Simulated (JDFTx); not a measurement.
Part of a log of a modified build of JDFTx for hydrazine, N2H4 (SMILES NN), charge 0, multiplicity 1 (PBE, GBRV ultrasoft potentials, plane waves to 20/100 Ha):

```
unit cell volume = 8533.9
Chosen fftbox size, S = [  100  96  90  ]
unit cell volume = 8533.9
Chosen fftbox size, S = [  96  80  80  ]
  'N' pseudopotential, 'SLA  PW   PBE  PBE' functional
  5 valence electrons, 2 orbitals, 4 projectors, 729 radial grid points, with lMax = 1
  'H' pseudopotential, 'SLA  PW   PBX  PBC' functional
  1 valence electrons, 1 orbitals, 2 projectors, 615 radial grid points, with lMax = 0
Initialized 2 species with 6 total atoms.
Folded 1 k-points by 1x1x1 to 1 k-points.
nElectrons:  14.000000   nBands: 7   nStates: 1
average nbasis = 36421.000 , ideal nbasis = 36457.478
Correction to mu due to finite nuclear width = -0.00162772
   Cavity determined by nc: 0.00065 and sigma: 0.6
   Effective cavity tension: -5.2e-06 Eh/bohr^2 to account for cavitation and dispersion.
[...]
	Linear fluid (dielectric constant: 32.66, screening length: 5.24258 Bohr) occupying 0.950005 of unit cell:	Completed after 16 iterations
[... later lines of the fluid solver are left out ...]
ElecMinimize: Iter:   0  Etot: -22.308742483760575  |grad|_K:  8.256e-05  alpha:  1.000e+00
ElecMinimize: Iter:   1  Etot: -22.310556419274668  |grad|_K:  4.287e-05  alpha:  1.044e+00  linmin: -4.183e-03
ElecMinimize: Iter:   2  Etot: -22.311027887801224  |grad|_K:  2.557e-05  alpha:  1.003e+00  linmin:  4.680e-04
[... lines cut ...]
ElecMinimize: Iter:   8  Etot: -22.311300916418865  |grad|_K:  1.107e-06  alpha:  9.877e-01  linmin: -4.380e-03
ElecMinimize: Iter:   9  Etot: -22.311301239080080  |grad|_K:  6.031e-07  alpha:  1.033e+00  linmin: -1.550e-03
ElecMinimize: Iter:  10  Etot: -22.311301336819088  |grad|_K:  3.426e-07  alpha:  1.053e+00  linmin: -9.762e-06
ElecMinimize: Iter:  11  Etot: -22.311301367735435  |grad|_K:  2.013e-07  alpha:  1.033e+00  linmin:  4.151e-06
ElecMinimize: Converged (|Delta Etot|<1.000000e-07 for 2 iters).

# Energy components:
   A_diel =       -0.0187361107457995
   Eewald =       12.9913388393985212
       EH =       30.7565215999506592
     Eloc =      -75.3347148367738555
      Enl =        2.9966617896303362
      Exc =       -6.8156529813640834
 Exc_core =        0.1772362804918496
       KE =       12.9360440516769337
-------------------------------------
     Etot =      -22.3113013677354353


	eMin: -0.860193 at state 0 ( [ +0.000000 +0.000000 +0.000000 ] spin 0 )
	HOMO: -0.197040 at state 0 ( [ +0.000000 +0.000000 +0.000000 ] spin 0 )
```

Task: Which solvation model was used?
A) linear PCM (GLSSA13)
B) SaLSA
C) soft-sphere model
D) nonlinear PCM (GLSSA13)

Result: A, linear PCM (GLSSA13). The liquid was methanol (dielectric constant 32.7), 0.5 M KCl.
